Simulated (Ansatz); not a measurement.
```xyz
3

O     1.0547    0.4381   -0.7432
B     0.1231    0.0510   -0.0867
Cl   -1.1778   -0.4891    0.8299
```

Charge 0, multiplicity 1.

(1) List the CAM-B3LYP/def2-TZVPP orbital energies in eV (the Gaussian-basis code of Ansatz). (An estimate is asked.)

## Answers

(1) The calculation gave: Occupied: -2766.27, -522.69, -261.05, -200.12, -199.95, -199.95, -187.91, -29.36, -26.86, -15.94, -13.58, -13.29, -13.29, -11.38, -11.38. Lowest empty: 0.72, 1.53, 1.53, 3.25, 3.99, 4.23, 4.23, 7.60.
